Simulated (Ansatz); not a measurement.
hcp Ti was calculated with LDA in Ansatz (plane waves, PAW).

A relaxed, unreconstructed slab of the (11-20) face has 20 atoms, two equal faces of 22.513 Å² each and an energy of -48999.8435 eV. A bulk cell of 4 atoms with the same orientation and in-plane k mesh has -9801.2036 eV. Energies are extrapolated to zero smearing.

Run with plane-wave cutoff 500 eV, 12×12×1 k mesh (along the axes of the cell as run), Fermi–Dirac smearing 0.1 eV, scalar-relativistic PAW data made under PBE.

Worked out: γ = (E_slab − N E_bulk per atom)/2A = [-48999.8435 − 20 × (-9801.2036/4)]/(2 × 22.513) = 0.1371 eV/Å². With 16.022 J/m² per eV/Å² this is 2.20 J/m², or 3.09 eV per surface cell and face.

Note: the run warned of electron density left in the vacuum.

Ansatz is a program for electronic structure.
